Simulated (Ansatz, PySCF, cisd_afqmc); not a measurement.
Species: C₃H₃N, charge 0, singlet. C3H3N (SMILES C=CC#N).
B3LYP-D3(BJ)/def2-TZVP minimum from Ansatz (an electronic-structure program):
```
C
C 1 1.3311
H 2 1.0812 1 120.63
H 2 1.0816 3 117.72 1 -180.00
H 1 1.0836 2 121.31 3 0.00
C 1 1.4256 5 115.74 2 -180.00
N 6 1.1524 5 151.58 1 180.00
```
Charge 0, spin multiplicity 1.

Atomisation energy term by term, kcal/mol (programs: Ansatz, cisd_afqmc). UHF or UKS for unpaired electrons; spin-orbit terms are left out. Correlated methods leave the cores frozen. Rows without X2C or -DK are non-relativistic. AFQMC/CISD: phaseless, guided by CISD from CCSD amplitudes; bars are statistical, one sigma. Outlying blocks are dropped, and bars are widened where a walk drifts. Over all cases where full CI ran beside it in this data, AFQMC minus full CI had a median of +0.1 mEh and passed +0.4 mEh in a tenth of the cases. CBS(X,Y): correlation extrapolated as X^-3, Hartree-Fock from the larger set. A bracket is a step between two methods taken in the basis named. 'core' is core correlation in cc-pwCVTZ, 'X2C' scalar relativity in cc-pVTZ-DK, both at CCSD(T). For partners of very few electrons the exact lower level stands in for a higher one. The restricted determinant of C3H3N (C=CC#N, singlet) is unstable towards broken spin symmetry in at least one set run.

```
term                                                          basis  kcal/mol
-----------------------  ------------------------------------------  --------
Hartree-Fock                                                cc-pVQZ    535.84
CCSD correlation                               CBS(cc-pVTZ,cc-pVQZ)    205.26
(T)                                            CBS(cc-pVTZ,cc-pVQZ)     17.86
CCSDT(Q) - CCSD(T)                                          cc-pVDZ      1.05
core correlation                                          cc-pwCVTZ      3.99
scalar relativity                                   X2C, cc-pVTZ-DK     -0.56
minus zero-point energy  Hessian by PySCF at B3LYP-D3(BJ)/def2-TZVP    -31.83
sum: D0                                                                 731.6
```

The step beyond CCSD(T) by other levels: AFQMC/CISD in cc-pVTZ -0.51 ± 0.27 kcal/mol.
